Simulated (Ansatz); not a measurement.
C4H6ClF can be A, `C=C(C)C(F)Cl`, or B, `C[C@@]1(Cl)C[C@H]1F`.

Program: Ansatz. Geometries: PBE0-D4/def2-TZVP. ΔE: electronic, gas phase. CCSD(T)/CBS adds triple-zeta CCSD(T) − MP2 to the extrapolated MP2 energy (def2 sets, frozen cores). DFT in def2-TZVPP. B3LYP here is the variant with VWN-RPA as its local correlation; programs differ in this. One conformer a species, not always the lowest.

A:

Z-matrix (Å, degrees):
```
C
C 1 1.493
H 1 1.090 2 110.7
H 1 1.093 2 111.0 3 120.7
H 1 1.095 2 111.1 3 -120.4
C 2 1.495 1 115.4 3 175.1
C 2 1.326 1 124.2 3 -3.5
F 6 1.355 2 112.6 1 -173.5
Cl 6 1.794 2 110.6 1 65.5
H 6 1.093 2 112.0 1 -51.4
H 7 1.082 2 121.7 1 179.7
H 7 1.084 2 120.6 1 -0.2
```

B:

```xyz
12

C     0.795    0.712   -1.009
C     0.441   -0.204    0.120
Cl    1.811   -1.137    0.726
C    -0.600    0.196    1.131
C    -0.875   -0.897    0.156
F    -1.754   -0.651   -0.854
H     1.515    1.463   -0.678
H    -0.100    1.218   -1.374
H     1.232    0.150   -1.836
H    -0.457   -0.073    2.169
H    -1.087    1.148    0.954
H    -0.922   -1.925    0.496
```

Question: Which is lower in electronic energy at CCSD(T)/CBS, and by how much? (Best estimate.)

Answer: Ansatz gave: A, by 10.0 kcal/mol.

Question: Give E(B) − E(A) in kcal/mol with B3LYP-D4, MP2/def2-TZVPP, r2SCAN-D4, B3LYP, ωB97M-V, PBE-D4, CCSD/def2-TZVPP. (Estimate.)

Answer: Computed: B3LYP-D4 11.5, MP2/def2-TZVPP 7.8, r2SCAN-D4 8.6, B3LYP 11.4, ωB97M-V 8.1, PBE-D4 8.1, CCSD/def2-TZVPP 9.5. None reverses the order clearly.

Largest T1 diagnostic: 0.011.

In def2-TZVPP, CCSD(T) changes the Hartree–Fock value by −1.7 kcal/mol (the triples alone add +0.5 kcal/mol) and MP2 by −3.9 kcal/mol. From PBE to PBE0 (25 % exact exchange), in def2-TZVPP and without D4, E(B) − E(A) moves by −1.7 kcal/mol.
